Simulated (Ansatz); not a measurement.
# BNH2Cl (SMILES N[B]Cl): the energy, rung by rung

BNH2Cl has 5 atoms, charge 0, and is taken as a doublet. As SMILES, `N[B]Cl`. The shape is that of a PBE0-D4/def2-TZVP optimisation. This is one conformer, not always the lowest.

```xyz
5

N    -0.3340    0.4121   -0.2567
B    -0.0984   -0.5446    0.7044
Cl    1.3432   -1.5262    0.7846
H    -1.1767    0.9599   -0.2731
H     0.3158    0.6251   -1.0006
```

Quantity: the energy change with the N1–H5 bond stretched from 1.010 to 1.516 Å, in eV. The values are calculated.

```
           level             kind  program  value (eV)  CPU time (all runs)
      UHF/STO-3G     Hartree–Fock   Ansatz        3.00               0.32 s
   USVWN5/STO-3G              LDA   Ansatz        2.04                2.3 s
 U-revPBE/STO-3G              GGA   Ansatz        1.89                3.8 s
    UBLYP/STO-3G              GGA   Ansatz        1.80                3.7 s
     UPBE/STO-3G              GGA   Ansatz        1.93                3.8 s
 U-r2SCAN/STO-3G         meta-GGA   Ansatz        2.18                 10 s
U-r2SCAN0/STO-3G  hybrid meta-GGA   Ansatz        2.50                9.8 s
   UB3LYP/STO-3G    global hybrid   Ansatz        2.19                4.2 s
   UBHLYP/STO-3G    global hybrid   Ansatz        2.64                  4 s
    UPBE0/STO-3G    global hybrid   Ansatz        2.37                3.9 s
```

The first shape isn't each level's own minimum. The values span 1.80 to 3.00 eV. Spin contamination of the reference (⟨S²⟩ at least 0.1 too high) touches UHF/STO-3G. All rows use very small basis sets, so none should be taken for the real molecule's value. Times are those of the runs behind each value, whatever else they computed, on shared processors of several kinds: orders of magnitude only.
